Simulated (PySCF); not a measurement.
## SO: from constants to spectrum

ROHF-CCSD(T) constants of SO, ³Σ⁻ (triplet), unpaired electrons π ↑↑ (PySCF, no relativity, basis sets S aug-cc-pV(D+d)Z, O aug-cc-pVDZ; masses 31.9721 and 15.9949 u):

- ωe: 1079.9 cm⁻¹
- ωexe: 5.43 cm⁻¹
- Be: 0.68399 cm⁻¹
- αe: 0.00522 cm⁻¹
- De to S + O: 4.72 eV

(1) What force constant and bond length do these constants imply?

(2) Estimate the centrifugal constant D from the Kratzer relation and find the Dunham coefficient a1.

Measured values (Huber and Herzberg, Constants of Diatomic Molecules (1979)): ωe = 1149.22 cm⁻¹, ωexe = 5.63 cm⁻¹, Be = 0.7208171 cm⁻¹, αe = 0.0057367 cm⁻¹.

Correlated steps freeze 6 core orbitals. Correlated levels converge slowly with the basis: in double zeta they bind strong bonds too weakly, by up to about 1 eV, and carry superposition errors of some tenths. The state is the lowest determinant that a PBE0 search found; another state may lie lower at other levels.

## Answers

(1) Reduced mass μred = 10.661 u; k = 5.8918×10⁻⁷·μred·ωe² (u, cm⁻¹, mdyn/Å) = 7.33 mdyn/Å; Re = √(16.8576/(μred·Be)) (u, cm⁻¹, Å) = 1.520 Å.

(2) D = 4Be³/ωe² = 1.1e-06 cm⁻¹; a1 = −1 − αeωe/(6Be²) = -3.01.
